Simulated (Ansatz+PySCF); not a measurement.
Results of a calculation; reference values are marked as such.
Input for Ansatz (development build ahead of 0.2.0):

```yaml
crystal:
  periodic: [false, false, false]
  atoms:
    - { symbol: Si, position_ang: [0.0, 0.0, 0.0] }
    - { symbol: H, position_ang: [2.26866, 0.0, 1.30981] }
    - { symbol: H, position_ang: [-2.10014, 0.0, 1.21252] }
basis:
  gaussian: { orbitals: "6-31G" }
magnetization:
  initial_magnetization: 2
hamiltonian:
  xc: hf
correlation:
  method: fci
  frozen_orbitals: { H: 0, Si: 5 }
```

The input is written out in the form of the current development build from the run's settings.

Output:

```
Converged    : yes
Total energy : -289.89134 hartree
State        : lowest triplet root, of any spatial symmetry
```
